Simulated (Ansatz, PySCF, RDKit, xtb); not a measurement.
# Solving H3NO, step by step, part 2 of 2

Only the formula H3NO is given. Aim: find the structure of lowest free energy at 298.15 K, then its properties.

xtb, Ansatz and PySCF; isolated molecules.

## 13. Frequencies after a tight-binding relaxation (GFN2-xTB)

File start.xyz:

```xyz
5
c286a
N     -1.606085    -0.143847     0.824747
O     -0.264087     0.058843     1.327453
H     -1.974176    -0.879841     1.431121
H     -1.451437    -0.596953    -0.078378
H     -0.261193     1.011739     1.507218
```

Started as:

```console
$ xtb start.xyz --gfn 2 --ohess tight
```

What it wrote, shortened:

```text
* xtb version 6.7.1
[...]
          :  # basis functions                  11          :
[...]
          :  # electrons                        14          :
[...]
          :  Hamiltonian                  GFN2-xTB          :
[...]
          :  net charge                          0          :
          :  unpaired electrons                  0          :
[...]
   *** convergence criteria satisfied after 9 iterations ***
[...]
   *** GEOMETRY OPTIMIZATION CONVERGED AFTER 5 ITERATIONS ***
[...]
   *** convergence criteria satisfied after 3 iterations ***
[...]
         ::                     SUMMARY                     ::
         :::::::::::::::::::::::::::::::::::::::::::::::::::::
         :: total energy              -8.442180123602 Eh    ::
         :: gradient norm              0.000132131700 Eh/a0 ::
         :: HOMO-LUMO gap              8.844390308093 eV    ::
         ::.................................................::
         :: SCC energy                -8.495136972155 Eh    ::
         :: -> isotropic ES            0.026280410006 Eh    ::
         :: -> anisotropic ES         -0.005019893545 Eh    ::
         :: -> anisotropic XC          0.007936835524 Eh    ::
         :: -> dispersion             -0.000787159297 Eh    ::
         :: repulsion energy           0.052956848553 Eh    ::
         :: add. restraining           0.000000000000 Eh    ::
         :: total charge               0.000000000000 e     ::
         :::::::::::::::::::::::::::::::::::::::::::::::::::::
[...]
         7        2.0000           -0.3959576             -10.7746 (HOMO)
         8                         -0.0709323              -1.9302 (LUMO)
[...]
     #   Z          covCN         q      C6AA      α(0)
     1   7          2.626    -0.229    26.013     7.575
     2   8          1.712    -0.385    20.544     6.120
     3   1          0.860     0.156     1.363     1.829
     4   1          0.860     0.156     1.363     1.829
     5   1          0.805     0.303     0.713     1.327
[...]
          | TOTAL ENERGY               -8.442180123602 Eh   |
          | TOTAL ENTHALPY             -8.400004469292 Eh   |
          | TOTAL FREE ENERGY          -8.427024170381 Eh   |
          | GRADIENT NORM               0.000132018348 Eh/α |
[...]
```

Wall time 0.038 s (1 thread of Arm Neoverse V2, shared host).

## 14. Electronic excitations (TD-B3LYP/def2-SVPD)

An in-house driver calls PySCF's response routines at TD-B3LYP/def2-SVPD; it has no typed input.

What it wrote:

```text
coarse grid: 4008 points
cycle   1  E = -131.5600163278  dE =  6.290e-02  |g| = 5.145e-01  |ddm| = 2.194e+00
cycle   2  E = -131.4718279804  dE =  8.819e-02  |g| = 8.555e-01  |ddm| = 1.259e+00
cycle   3  E = -131.6109407729  dE = -1.391e-01  |g| = 8.599e-02  |ddm| = 6.194e-01
cycle   4  E = -131.6121306749  dE = -1.190e-03  |g| = 3.718e-02  |ddm| = 1.483e-01
cycle   5  E = -131.6124207099  dE = -2.900e-04  |g| = 5.832e-03  |ddm| = 5.516e-02
cycle   6  E = -131.6124276560  dE = -6.946e-06  |g| = 4.668e-04  |ddm| = 4.592e-03
final grid: 38320 points
cycle   7  E = -131.6331082745  dE = -1.131e-05  |g| = 3.315e-03  |ddm| = 1.399e-02
cycle   8  E = -131.6331055467  dE =  2.728e-06  |g| = 4.915e-03  |ddm| = 1.136e-02
cycle   9  E = -131.6331106319  dE = -5.085e-06  |g| = 5.403e-04  |ddm| = 6.243e-03
cycle  10  E = -131.6331106836  dE = -5.164e-08  |g| = 1.259e-04  |ddm| = 4.137e-04
cycle  11  E = -131.6331106865  dE = -2.950e-09  |g| = 1.456e-05  |ddm| = 1.265e-04
cycle  12  E = -131.6331106865  dE = -4.971e-11  |g| = 2.742e-06  |ddm| = 1.846e-05
converged SCF energy = -131.6331106865

Static polarisability (au): isotropic 18.441, principal 16.551 16.701 22.073

Singlet excitations
state   eV       nm        f      main configurations
  1   6.6548    186.3   0.00652   H->L 0.98
  2   7.0172    176.7   0.03177   H->L+1 0.98
  3   7.3585    168.5   0.01241   H-1->L 0.97
  4   7.8298    158.3   0.01091   H-1->L+1 0.95
  5   8.3794    148.0   0.00284   H->L+2 0.99
  6   8.5307    145.3   0.04808   H->L+3 0.94
  7   9.1031    136.2   0.00171   H-1->L+3 0.92
  8   9.3087    133.2   0.04621   H-1->L+2 0.98

Triplet excitations (Tamm-Dancoff, eV): 6.1275 6.4740 6.8201
```

Wall time 2.3 s (1 thread of Arm Neoverse V2, shared host).

The roots found:

| excited state | energy (eV) | strength |
| --- | --- | --- |
| 1 | 6.655 | 0.0065 |
| 2 | 7.017 | 0.0318 |
| 3 | 7.359 | 0.0124 |
| 4 | 7.830 | 0.0109 |
| 5 | 8.379 | 0.0028 |
| 6 | 8.531 | 0.0481 |
| 7 | 9.103 | 0.0017 |
| 8 | 9.309 | 0.0462 |

## 15. NMR shieldings (GIAO PBE0/pcSseg-1)

An in-house driver calls PySCF's response routines at GIAO PBE0/pcSseg-1; it has no typed input.

What it wrote:

```text
coarse grid: 4008 points
cycle   1  E = -131.4906566447  dE =  6.468e-02  |g| = 5.154e-01  |ddm| = 1.750e+00
cycle   2  E = -131.4532167770  dE =  3.744e-02  |g| = 7.009e-01  |ddm| = 6.438e-01
cycle   3  E = -131.5379095957  dE = -8.469e-02  |g| = 8.164e-02  |ddm| = 3.790e-01
cycle   4  E = -131.5389783813  dE = -1.069e-03  |g| = 3.034e-02  |ddm| = 5.490e-02
cycle   5  E = -131.5391571694  dE = -1.788e-04  |g| = 4.058e-03  |ddm| = 1.874e-02
cycle   6  E = -131.5391602880  dE = -3.119e-06  |g| = 3.823e-04  |ddm| = 2.564e-03
final grid: 38320 points
cycle   7  E = -131.5572636539  dE = -6.370e-06  |g| = 7.526e-03  |ddm| = 9.615e-03
cycle   8  E = -131.5572473881  dE =  1.627e-05  |g| = 1.212e-02  |ddm| = 9.445e-03
cycle   9  E = -131.5572739887  dE = -2.660e-05  |g| = 5.388e-04  |ddm| = 5.819e-03
cycle  10  E = -131.5572740400  dE = -5.139e-08  |g| = 1.126e-04  |ddm| = 3.654e-04
cycle  11  E = -131.5572740425  dE = -2.427e-09  |g| = 1.325e-05  |ddm| = 7.240e-05
cycle  12  E = -131.5572740425  dE = -3.988e-11  |g| = 2.322e-06  |ddm| = 1.235e-05
converged SCF energy = -131.5572740425

GIAO shielding tensors (ppm)
atom      isotropic    diamagn.    paramagn.     s11        s22        s33       span
  0 N      130.971     307.216    -176.245     35.556     95.911    261.447    225.891
  1 O      246.826     386.513    -139.687    193.453    209.221    337.805    144.352
  2 H       26.787      28.585      -1.798     22.109     24.820     33.432     11.323
  3 H       26.787      29.469      -2.681     22.110     24.820     33.432     11.323
  4 H       28.478      30.703      -2.225     20.735     26.200     38.499     17.764
```

It took 1.7 s on 1 thread of Arm Neoverse V2, shared host.

Isotropic shieldings, averaged over atoms that the bond graph makes equivalent (absolute, not shifts):

| atoms | shielding (ppm) |
| --- | --- |
| N1 | 131.0 |
| O2 | 246.8 |
| H3, H4 | 26.79 |
| H5 | 28.48 |

## 16. The cation at the same geometry (PBE0/def2-TZVPD)

File input.yaml:

```yaml
crystal:
  periodic: [false, false, false]
  atoms:
    - {symbol: "N", position_ang: [-1.606085, -0.143847, 0.824747]}
    - {symbol: O, position_ang: [-0.264087, 0.058843, 1.327453]}
    - {symbol: H, position_ang: [-1.974176, -0.879841, 1.431121]}
    - {symbol: H, position_ang: [-1.451437, -0.596953, -0.078378]}
    - {symbol: H, position_ang: [-0.261193, 1.011739, 1.507218]}
basis:
  gaussian: {orbitals: def2-TZVPD}
total_charge: 1
magnetization: {spin_polarized: true, initial_magnetization: 1}
hamiltonian: {xc: {name: PBE0}}
```

Started as:

```console
$ ansatz run input.yaml --threads 1 --pin off --max-ram 2610MiB --events-out events.jsonl --progress --plain --runs-dir runs
```

What it wrote:

```text
Warning: RAYON_NUM_THREADS=1 ignored (pool sized by the plan → 1); use --threads N
[... 2 set-up lines as earlier in the session ...]
  parameter a = 0.25
  parameter kappa = 0.804
  parameter beta = 0.06672455060314922
  exchange = (1 - a)*pbe_x(kappa = kappa, mu = beta*pi^2/3) + a*exact_x
  correlation = pbe_c(beta = beta)
516 factors; their error is unknown
mean field evaluation 1: about -3563.3384 eV, gradient 4.9e1 eV
mean field evaluation 2: about -3545.5766 eV, gradient 7.8e1 eV
mean field evaluation 4: about -3571.0757 eV, gradient 6.2e0 eV
mean field evaluation 8: about -3571.2488 eV, gradient 1.4e-1 eV
mean field evaluation 16: about -3571.2490 eV, gradient 4.2e-4 eV
mean field evaluation 32: about -3570.1957 eV, gradient 1.3e1 eV
mean field -3571.24901126 eV, -131.2409804841 hartree, gradient 2.1e-6 eV, S^2 0.754931; 2 other end points of the search recorded, 0 dependent functions left out
reference -3571.24903443 eV, -131.2409813359 hartree; 9, 8 occupied and 95, 96 virtual orbitals, 516 factors
Total energy: -3571.24903443 eV, -131.2409813359 hartree
```

It took 2.5 s on 1 thread of Arm Neoverse V2, shared host.

Difference from the parent: 10.63 eV.

## 17. The anion at the same geometry (PBE0/def2-TZVPD)

Changes to input.yaml since step 16:

```diff
@@ -10,4 +10,5 @@
   gaussian: {orbitals: def2-TZVPD}
-total_charge: 1
+total_charge: -1
 magnetization: {spin_polarized: true, initial_magnetization: 1}
+scf: {lower_state_search: off}
 hamiltonian: {xc: {name: PBE0}}
```

Started as:

```console
$ ansatz run input.yaml --threads 1 --pin off --max-ram 2610MiB --events-out events.jsonl --progress --plain --runs-dir runs
```

What it wrote, shortened:

```text
Warning: RAYON_NUM_THREADS=1 ignored (pool sized by the plan → 1); use --threads N
[... 2 set-up lines as earlier in the session ...]
[...]
516 factors; their error is unknown
[...]
a density is far from that of the atoms, so the factors are made again for it
771 factors; integrals over basis functions are off by at most 1.0e-3 eV
mean field -3580.31709090 eV, -131.5742262644 hartree, gradient 2.3e-6 eV, S^2 0.750365; 0 other end points of the search recorded, 0 dependent functions left out
reference -3580.31711264 eV, -131.5742270634 hartree; 10, 9 occupied and 94, 95 virtual orbitals, 771 factors
Total energy: -3580.31711264 eV, -131.5742270634 hartree
Checks for a lower state left out: stability, starts, cluster_reference, orbital_swaps, neighbouring_geometries, increment
```

Run time: 2.9 s. Hardware: 1 thread of Arm Neoverse V2, shared host.

Parent less the species with the added electron: -1.56 eV. The extra electron isn't bound at this geometry, so the number measures the basis, not the molecule.

## 18. The triplet at the same geometry (PBE0/def2-TZVPD)

Changes to input.yaml since step 17:

```diff
@@ -9,6 +9,8 @@
 basis:
-  gaussian: {orbitals: def2-TZVPD}
-total_charge: -1
-magnetization: {spin_polarized: true, initial_magnetization: 1}
-scf: {lower_state_search: off}
-hamiltonian: {xc: {name: PBE0}}
+  gaussian:
+    orbitals: def2-TZVPD
+magnetization:
+  spin_polarized: true
+  initial_magnetization: 2
+hamiltonian:
+  xc: pbe0
```

Started as:

```console
$ ansatz run input.yaml --threads 1 --pin off --max-ram 2610MiB --events-out events.jsonl --progress --plain --runs-dir runs
```

What it wrote, shortened:

```text
Warning: RAYON_NUM_THREADS=1 ignored (pool sized by the plan → 1); use --threads N
[... 7 set-up lines as earlier in the session ...]
516 factors; their error is unknown
mean field evaluation 1: about -3570.8295 eV, gradient 3.6e1 eV
mean field evaluation 2: about -3556.5679 eV, gradient 6.9e1 eV
mean field evaluation 4: about -3575.5093 eV, gradient 6.5e0 eV
mean field evaluation 8: about -3575.6881 eV, gradient 9.6e-2 eV
mean field evaluation 16: about -3575.6911 eV, gradient 2.8e-3 eV
mean field evaluation 32: about -3575.6911 eV, gradient 1.3e-5 eV
mean field -3575.69113898 eV, -131.4042256672 hartree, gradient 8.2e-6 eV, S^2 2.006544; 5 other end points of the search recorded, 0 dependent functions left out
reference -3575.69117450 eV, -131.4042269723 hartree; 10, 8 occupied and 94, 96 virtual orbitals, 516 factors
Total energy: -3575.69117450 eV, -131.4042269723 hartree
```

It took 5.4 s on 1 thread of Arm Neoverse V2, shared host.

It lies 6.19 eV above the singlet.

## 19. Stability of the closed-shell solution (PBE0/def2-SVP)

File calc.py:

```python
from pyscf import gto, dft

mol = gto.M(
    atom=[
    ('N', (-1.606085, -0.143847, 0.824747)),
    ('O', (-0.264087, 0.058843, 1.327453)),
    ('H', (-1.974176, -0.879841, 1.431121)),
    ('H', (-1.451437, -0.596953, -0.078378)),
    ('H', (-0.261193, 1.011739, 1.507218)),
],
    max_memory=1860,
    basis='def2-svp',
    verbose=3,
)

mf = dft.RKS(mol, xc='pbe0')
mf = mf.density_fit(auxbasis='def2-universal-jkfit')
mf.grids.level = 3
mf.max_cycle = 100
mf.kernel()
if not mf.converged:
    mf = mf.newton().run(mf.mo_coeff, mf.mo_occ)

e_tot = mf.e_tot
print('E = %.10f Eh' % e_tot)
mo_i, mo_e, stable_i, stable_e = mf.stability(internal=True, external=True, return_status=True)
print('stable: internal', stable_i, 'external', stable_e)
```

Started as:

```console
$ OMP_NUM_THREADS=1 python calc.py
```

What it wrote:

```text
converged SCF energy = -131.465971913319
E = -131.4659719133 Eh
<class 'pyscf.df.df_jk.DFRKS'> wavefunction is stable in the internal stability analysis
<class 'pyscf.df.df_jk.DFRKS'> wavefunction is stable in the real -> complex stability analysis
<class 'pyscf.df.df_jk.DFRKS'> wavefunction is stable in the RHF/RKS -> UHF/UKS stability analysis
stable: internal True external True
```

Run time: 9.9 s. Hardware: 1 thread of Arm Neoverse V2, shared host.

## 20. Outcome

This closing draws on all 2 parts.

| quantity | value |
| --- | --- |
| lowest structure found | NO, singlet, Cs |
| next finalist | NO, singlet, 4.2 kcal/mol higher in G |
| share at equilibrium, among the finalists | 99.9 % |
| funnel | 12 starts, 5 minima at GFN2-xTB, 7 screening runs, 3 relaxed, 3 ranked |
| CPU time of all runs | 84 s |
| harmonic wavenumbers, lowest and highest (B3LYP/6-31G*) | 411 and 3739 cm⁻¹ |
| rotational constants, same geometry | 6.315, 0.844, 0.8433 cm⁻¹ |
| dipole moment (PBE0/def2-TZVPD) | 0.58 D |
| HOMO energy (PBE0/def2-TZVPD) | -7.71 eV |
| LUMO energy (PBE0/def2-TZVPD) | 0.41 eV |
| HOMO–LUMO gap (PBE0/def2-TZVPD) | 8.12 eV |
| lowest excitation (TD-B3LYP/def2-SVPD) | 6.65 eV (f = 0.007) |
| strongest of the states computed, same level | 8.53 eV (f = 0.048) |
| lowest triplet excitation, same level, Tamm-Dancoff | 6.13 eV |
| vertical ionisation energy | 10.63 eV |
| vertical electron affinity | -1.56 eV (unbound: the value depends on the basis) |
| vertical triplet less singlet | +6.19 eV |

The lowest structure found is `NO`. The next finalist is drawn with the same bonds. GFN2-xTB, HF/STO-3G, r2SCAN-D4/def2-SVP, B3LYP/6-31G*, HF/def2-TZVPP and MP2/def2-TZVPP already put its bonding pattern lowest among the structures in one piece. The largest share of the time went into the vibrations (32 %). The search is not exhaustive (a finite list of starts, one conformer a finalist), so a lower isomer can't be ruled out.
